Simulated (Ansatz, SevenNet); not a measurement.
CaB6-type LaB6, lattice constant a

Reference value: 4.157 Å (measured, 296 K, no zero-point or thermal correction; as tabulated in Tsubota and Kitagawa (2017), doi:10.1038/s41598-017-15766-y).

Q: What do SevenNet-0, LDA, PBE, RPBE, PBE-D3(BJ), r²SCAN, HSE06 give, and how far is each from the reference?

A: 
```csv
level (code),value (Å),difference (%)
SevenNet-0,4.156,-0.02
LDA (Ansatz),4.098,-1.42
PBE (Ansatz),4.155,-0.05
RPBE (Ansatz),4.181,+0.58
PBE-D3(BJ) (Ansatz),4.123,-0.82
r²SCAN (Ansatz),4.153,-0.10
HSE06 (Ansatz),4.139,-0.43
```

The reference is not for a static lattice or low temperature, so close values are not ranked against it.

The measured value isn't corrected to a static lattice, so vibrations enter the comparison. A static lattice is as a rule a little smaller than the measured one.  Cutoffs and k meshes differ between the levels. Ansatz's density-functional and Hartree–Fock values are scalar-relativistic unless marked +SOC, with PAW data made under PBE.

Machine-learned potentials (SevenNet-0) are trained on DFT data: a solid inside that data is no test of them.

Differences are worked out from the printed values.

Ansatz is a program for electronic structure.
